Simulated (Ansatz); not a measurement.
`CBS` + H₂ → `BS` + CH₄  (hydrogenolysis of a B–C bond)

Gas-phase electronic energies from Ansatz, PBE0-D4/def2-TZVP geometries. CCSD(T)/CBS adds triple-zeta CCSD(T) − MP2 to the extrapolated MP2 energy (def2 sets, frozen cores). This one scheme is used for every species. Each species was taken in one conformer, which may not be the lowest.

```
             level  ΔE (eV)
       HF/def2-SVP    -0.43
SCS-MP2/def2-TZVPP    -0.25
```

Problem. What does CCSD(T)/CBS give? (Estimate.)

Solution. Ansatz gave: -0.21 eV. The listed levels differ from it by -0.22, -0.04 eV.

Largest T1 diagnostic among the species: 0.015.

At CCSD(T), def2-SVP lies −0.07 eV from the extrapolated value and def2-TZVPP −0.02 eV. Leaving LDA and LC-ωPBE aside and taking each functional with its dispersion term where it has one, the values, not all of them listed here, spread over 0.14 eV, from BHLYP-D4 to revPBE-D4. LDA lies +0.09 eV from PBE without D4.
